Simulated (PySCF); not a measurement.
Calibrating a computed adiabatic ionisation energy

Energies: PBE0-D3(BJ)/ma-def2-TZVP (PySCF, density fitting, integration grid level 2) on PBE0-D3(BJ)/ma-def2-SVP structures. Zero-point energies come from unscaled PBE0-D3(BJ)/ma-def2-SVP harmonic frequencies.

| molecule | computed / eV | measured / eV |
| --- | --- | --- |
| `C/C=C/C` (C4H8) | 8.71 | 9.10 |
| sulfur dimer, `[S][S]` (S2, triplet) | 9.59 | 9.36 |
| methylenimine, `C=N` (CH3N) | 9.70 | 9.93 |
| methyl radical, `[CH3]` (CH3•, doublet) | 9.99 | 9.84 |
| `[O]O` (HO2•, doublet) | 11.17 | 11.35 |
| sulfur dioxide, `O=S=O` (O2S) | 12.21 | 12.35 |
| chlorine fluoride, `FCl` (ClF) | 12.51 | ? |
| nitrosyl fluoride, `O=NF` (FNO) | 12.54 | 12.65 |

Question: Fit a straight line to the complete rows and predict the measured value of chlorine fluoride, `FCl` (ClF).

Answer: measured = 0.139 + 0.9959·computed (7 points, rms 0.20 eV, correlation 0.989). At 12.51 this gives 12.60 eV; the measured value is 12.66 eV, so the fit is off by 0.06.

Measured values: NIST Chemistry WebBook, evaluated or the median of agreeing entries.

(chlorine fluoride) Hardware: 1 thread of Arm Neoverse N1, shared with other jobs. Command: `OMP_NUM_THREADS=1 python redox_run.py task.json out`. Structures, frequencies and single points: 37 s.
